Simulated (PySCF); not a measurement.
Rigid-rotor lines calculated for a species of formula C4H5P (commonest isotopes; PBE0-D3(BJ)/def2-SVP geometry optimisation, gas phase in PySCF), labelled J(Ka,Kc):

```json
{"transition": "2(1,1) ← 1(1,0)", "MHz": "18251.5"}
{"transition": "2(0,2) ← 1(0,1)", "MHz": "15405.5"}
{"transition": "1(1,0) ← 0(0,0)", "MHz": "12423.2"}
{"transition": "2(1,2) ← 1(1,1)", "MHz": "14260.8"}
{"transition": "1(0,1) ← 0(0,0)", "MHz": "8128.1"}
```

Task: Find the rotational constants.

Result: 1(0,1) ← 0(0,0) is B + C, 2(1,1) ← 1(1,0) is 3B + C and 2(1,2) ← 1(1,1) is B + 3C, so B − C is half the difference of the last two, 1995.4 MHz. 1(1,0) ← 0(0,0) is A + B. A = 7361.5, B = 5061.7, C = 3066.4 MHz.

Task: What moments of inertia, asymmetry and inertial defect follow?

Result: I = 505379 MHz·u·Å² over each constant: Ia = 68.65, Ib = 99.84, Ic = 164.81 u·Å²; κ = (2B − A − C)/(A − C) = -0.071 (asymmetric top); Δ = Ic − Ia − Ib = -3.68 u·Å².

Task: Which dipole components do these lines need?

Result: μa and μc (a-type: ΔKa even, ΔKc odd; c-type: ΔKa odd, ΔKc even). The calculation gives |μa| = 0.50 D, |μb| = 0.00 D, |μc| = 0.53 D.

Task: Predict further lines from these constants: 1(1,1) ← 1(0,1); 2(2,0) ← 1(1,0); 2(2,0) ← 2(2,1); 2(1,2) ← 2(0,2); 2(2,1) ← 1(1,1); 1(1,0) ← 1(1,1); 2(2,1) ← 2(1,1); 2(1,1) ← 2(1,2); 2(1,1) ← 1(0,1).

Result: 
| transition | MHz | type | branch |
| --- | --- | --- | --- |
| 2(2,0) ← 2(2,1) | 851 | a | Q |
| 2(1,2) ← 2(0,2) | 1155 | c | Q |
| 1(1,0) ← 1(1,1) | 1995 | a | Q |
| 1(1,1) ← 1(0,1) | 2300 | c | Q |
| 2(1,1) ← 2(1,2) | 5986 | a | Q |
| 2(2,1) ← 2(1,1) | 6899 | c | Q |
| 2(1,1) ← 1(0,1) | 22547 | c | R |
| 2(2,0) ← 1(1,0) | 26002 | c | R |
| 2(2,1) ← 1(1,1) | 27146 | c | R |

Task: Which structure gave them?

Result: `c1[pH]ccc1`, point group Cs. Three constants can't fix a structure by themselves; this is the one that was computed:
```
atom  x, y, z in Å
C1    -0.360   -1.037    0.293
C2     0.999   -0.599    0.020
C3     1.098    0.701   -0.357
P4    -0.548    1.396   -0.601
C5    -1.300   -0.073    0.126
H6    -0.589   -2.061    0.601
H7     1.857   -1.271    0.111
H8     2.028    1.209   -0.617
H9    -0.633    2.330    0.475
H10   -2.373   -0.213    0.268
```

The values belong to one conformer (point group Cs). No PBE0-D3(BJ)/def2-SVP frequencies stand behind this structure, so it isn't proved a minimum. Zero-point vibration and centrifugal distortion are left out.
